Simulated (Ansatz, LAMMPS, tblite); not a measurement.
**How well does each level of theory give the elastic constant C11 of wurtzite GaN?**

Reference value: 390 GPa (measured, temperature not stated, not corrected to a static lattice, our sources range from 359 to 390; as tabulated in Oses et al. (2018), arXiv:1811.08464).

### Question
Put these levels in order of the elastic constant C11 that they give for wurtzite GaN, smallest first: GFN1-xTB (tblite), Hartree–Fock (Ansatz, a quantum-chemistry and plane-wave program), Stillinger–Weber GaN.sw (LAMMPS).

### Answer
GFN1-xTB (174 GPa), Stillinger–Weber GaN.sw (353 GPa), Hartree–Fock (424 GPa)

Unless a cell is named, each level is at its own relaxed cell (Stillinger–Weber GaN.sw 11.48, GFN1-xTB 12.90, Hartree–Fock 11.40 Å³/atom).

Differences against the reference: Stillinger–Weber GaN.sw -9.5 %, GFN1-xTB -55 %, Hartree–Fock +8.7 %.

The measured value isn't corrected to a static lattice, so vibrations enter the comparison. A static lattice is as a rule stiffer than a warm one, by over a tenth in soft solids.  GFN1-xTB: the method was fitted mainly to molecules. GFN1-xTB: the run uses a supercell at the zone centre in place of a k mesh. Each level is taken at its own relaxed cell. Ansatz's density-functional and Hartree–Fock values are scalar-relativistic unless marked +SOC, with PAW data made under PBE.

Empirical potentials (Stillinger–Weber GaN.sw) are fitted to chosen data: where that held the value shown, agreement is built in, and what lay outside the fit can be far off.

Differences are worked out from the printed values.
